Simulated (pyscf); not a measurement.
HO–Zn–Cl + H₂O → H₂O + HO–Zn–Cl (four-centre exchange; singlet surface; O–Zn, H–O broken, H–O, O–Zn formed). Optimised with ωB97X-D3(BJ)/def2-SVP in PySCF. Energies in kcal/mol from the separated reactants.

| level | barrier | reaction energy |
|---|---|---|
| ωB97X-D3(BJ)/def2-TZVP | -6.6 | 0.0 |
| PBE/def2-TZVP | -6.1 | 0.0 |
| r²SCAN/def2-TZVP | ___ | 0.0 |
| M06-2X/def2-TZVP | ___ | 0.0 |
| ωB97M-D3(BJ)/def2-TZVP | -5.9 | 0.0 |
| HF/def2-TZVP | 0.8 | 0.0 |

Complete the blanks.


- r²SCAN/def2-TZVP, barrier: -8.5
- M06-2X/def2-TZVP, barrier: -10.9

On the reactant side the descent ends in an adduct with a O–Zn contact, 16.3 kcal/mol under the separated species and 9.7 kcal/mol under the saddle at ωB97X-D3(BJ)/def2-TZVP. On the product side the descent ends in an adduct with a O–Zn contact, 16.3 kcal/mol under the separated species and 9.7 kcal/mol under the saddle at ωB97X-D3(BJ)/def2-TZVP. At ωB97X-D3(BJ), PBE, r²SCAN, M06-2X, ωB97M-D3(BJ) the saddle lies under the separated reactants, which points to a path from their complex (located at ωB97X-D3(BJ) alone). At ωB97X-D3(BJ), PBE, r²SCAN, M06-2X, ωB97M-D3(BJ) the saddle lies under the separated products, which points to a path from their complex (located at ωB97X-D3(BJ) alone). What is counted as formed (O–Zn) is already present as a longer contact in the reactant adduct; forming that adduct is a step of its own. What is counted as broken (O–Zn) persists as a longer contact in the product adduct; parting that adduct is a step of its own. One saddle was located; it need not be the lowest between these sides. Elements up to Kr have no core potential and no relativistic terms here.
